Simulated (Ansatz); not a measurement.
**C4H6O: one species, many methods**

An exercise on one series of results from a longer session: the logs are not shown, and one member is left open.

Method: functionals in def2-TZVPP, the program's frozen cores in correlated methods; program: Ansatz 0.2.0, Gaussian basis.

Plan: LDA (SPW92), PBE-D4, revPBE-D4, BLYP-D4, r2SCAN-D4, B97M-V, PBE0-D4, B3LYP-D4, r2SCANh-D4, r2SCAN0-D4, HSE06-D4, BHLYP-D4, CAM-B3LYP-D4, LC-ωPBE, ωB97X-V, ωB97M-V, B2PLYP, PBE-QIDH; CCSD(T)/def2-SVP; CCSD(T)/def2-TZVPP; MP2/def2-QZVPP; extrapolation to the limit; RPA on PBE.

### The geometry

An earlier PBE0-D4 in a triple-zeta def2 set relaxation fixed the geometry.

SMILES `C=C=C(C)O`, 11 atoms, charge 0, spin multiplicity 1.

Atoms are counted from 1 here; the program's logs count them from 0.

Bond lengths: C1–C2 1.302 Å, C1–H6 1.088 Å, C1–H7 1.088 Å, C2–C3 1.308 Å, C3–C4 1.488 Å, C3–O5 1.370 Å, C4–H8 1.093 Å, C4–H9 1.088 Å, C4–H10 1.093 Å, O5–H11 0.962 Å. Angles: C2–C1–H6 121.8°, C2–C1–H7 121.8°, H6–C1–H7 116.4°, C1–C2–C3 179.9°, C2–C3–C4 124.5°, C2–C3–O5 123.5°, C4–C3–O5 112.0°, C3–C4–H8 110.0°, C3–C4–H9 110.9°, C3–C4–H10 110.0°, H8–C4–H9 109.2°, H8–C4–H10 107.7°, H9–C4–H10 109.2°, C3–O5–H11 108.6°.

Set-up of the first run:

in.yaml reads:

```yaml
crystal:
  periodic: [false, false, false]
  atoms:
    - {symbol: C, position_ang: [-0.883230, 1.596293, -1.107377]}
    - {symbol: C, position_ang: [-0.377123, 0.531640, -0.553974]}
    - {symbol: C, position_ang: [0.132254, -0.536251, 0.003464]}
    - {symbol: C, position_ang: [0.759311, -0.565469, 1.352880]}
    - {symbol: O, position_ang: [0.148637, -1.767590, -0.596503]}
    - {symbol: H, position_ang: [-1.927309, 1.870978, -0.972450]}
    - {symbol: H, position_ang: [-0.283748, 2.260268, -1.726716]}
    - {symbol: H, position_ang: [1.797756, -0.899080, 1.274956]}
    - {symbol: H, position_ang: [0.734326, 0.420470, 1.813107]}
    - {symbol: H, position_ang: [0.230344, -1.275021, 1.995101]}
    - {symbol: H, position_ang: [-0.265720, -1.693338, -1.461889]}
basis:
  gaussian: {orbitals: def2-TZVPP}
hamiltonian: {xc: lda}
output: {orbitals: {seedname: orbitals}}
```

Launch:

```console
> ansatz run in.yaml --threads 4 --pin off --events-out ev --progress --plain --max-ram 10444MiB
```

Steps of the session up to this table: LDA; PBE-D4 (GGA); revPBE-D4 (GGA); BLYP-D4 (GGA); r2SCAN-D4 (meta-GGA); B97M-V (meta-GGA); B3LYP-D4 (hybrid); r2SCANh-D4 (hybrid); r2SCAN0-D4 (hybrid); HSE06-D4 (hybrid); BHLYP-D4 (hybrid); CAM-B3LYP-D4 (range-separated); LC-ωPBE (range-separated); ωB97X-V (range-separated); ωB97M-V (range-separated); B2PLYP (double hybrid); PBE-QIDH (double hybrid).

One table of the session follows, with a row left open; its other results are not shown here.

It belongs to the step «Frontier levels by functional». 

```
  functional  HOMO (eV)  gap (eV)
 LDA (SPW92)      -5.32      4.00
      PBE-D4      -5.18      4.11
   revPBE-D4      -5.12      4.15
     BLYP-D4      -5.07      4.12
   r2SCAN-D4      -5.37      4.57
      B97M-V          ?         ?
     PBE0-D4      -6.40      6.34
    B3LYP-D4      -6.20      5.90
  r2SCANh-D4      -5.84      5.39
  r2SCAN0-D4      -6.53      6.63
    HSE06-D4      -6.00      5.56
    BHLYP-D4      -7.52      8.54
CAM-B3LYP-D4      -7.74      8.79
     LC-ωPBE      -9.06     11.33
     ωB97X-V      -8.70     10.88
     ωB97M-V      -8.61     10.59
```

**Question.** Estimate the row for B97M-V.

The run gave: HOMO (eV): -5.44; gap (eV): 4.71. In the column «HOMO (eV)» it lies between r2SCANh-D4 (-5.84) and r2SCAN-D4 (-5.37).
